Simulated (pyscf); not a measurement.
Four-centre exchange: H₃C–ZnH (SMILES [CH3][ZnH]) + HO–SiH₃ (SMILES O[SiH3]) → CH₄ (SMILES C) + H₃Si–O–ZnH (SMILES [SiH3][O][ZnH])

Gas phase, singlet surface, charge 0. Bonds broken: C1–Zn2, O7–H9. Bonds formed: C1–H9, Zn2–O7. Single points on ωB97X-D3(BJ)/def2-SVP structures (PySCF, gas phase).

Transition state (Å):

```xyz
12

C     -1.6084    -1.0167     1.2494
Zn    -0.5320     0.7891     1.7529
H     -1.7615    -1.6902     0.3873
H     -2.6201    -0.7323     1.5869
H     -1.1496    -1.6528     2.0272
H     -0.1911     1.7361     2.9174
O     -0.1802     0.6100    -0.2136
Si    -0.1986     1.4176    -1.6651
H     -0.8819    -0.2472     0.2614
H      0.3861     0.5740    -2.7480
H     -1.5942     1.7852    -2.0581
H      0.6018     2.6697    -1.5378
```

One imaginary mode, 1362i cm⁻¹; descent along it reached the two sides named, in the forms told below.

```tsv
bond	change	reactant side (Å)	saddle	product side
C1–Zn2	breaks	1.963	2.162	3.0
O7–H9	breaks	0.963	1.205	2.502
C1–H9	forms	3.4	1.448	1.100
Zn2–O7	forms	2.204	2.006	1.779
```

Electronic energies relative to the separated reactants (kcal/mol):

```
level                   barrier  reaction energy  reverse barrier
----------------------  -------  ---------------  ---------------
ωB97X-D3(BJ)/def2-TZVP     13.1            -23.9             37.0
PBE/def2-TZVP              12.4            -21.3             33.7
r²SCAN/def2-TZVP           10.1            -24.1             34.2
B3LYP-D3(BJ)/def2-TZVP     13.7            -24.1             37.8
PBE0-D3(BJ)/def2-TZVP      11.6            -22.1             33.7
M06-2X/def2-TZVP           10.0            -24.5             34.5
ωB97M-D3(BJ)/def2-TZVP     14.5            -22.6             37.1
HF/def2-TZVP               24.6            -27.8             52.4
```

With ωB97M-D3(BJ)/def2-TZVP energies and thermal terms (ideal gas, 1 atm, RRHO with modes under 100 cm⁻¹ raised to 100, one conformer, R ln 2 for chiral ones without a mode under 150 cm⁻¹), in kcal/mol:

```json
[
 {"T (K)": "298", "ΔH‡": "12.5", "ΔG‡": "22.5", "ΔH": "-21.9", "ΔG": "-21.1"},
 {"T (K)": "600", "ΔH‡": "13.0", "ΔG‡": "32.5", "ΔH": "-22.2", "ΔG": "-20.1"},
 {"T (K)": "900", "ΔH‡": "13.7", "ΔG‡": "42.1", "ΔH": "-22.5", "ΔG": "-19.0"},
 {"T (K)": "1200", "ΔH‡": "14.5", "ΔG‡": "51.5", "ΔH": "-22.7", "ΔG": "-17.8"}
]
```

On the reactant side the descent ends in an adduct with a O–Zn contact (not fully relaxed), 7.6 kcal/mol under the separated species and 20.6 kcal/mol under the saddle at ωB97X-D3(BJ)/def2-TZVP. What is counted as formed (O–Zn) is already present as a longer contact in the reactant adduct; forming that adduct is a step of its own. This is the saddle that the search found; another between the same sides may lie lower. Elements up to Kr have no core potential and no relativistic terms here.
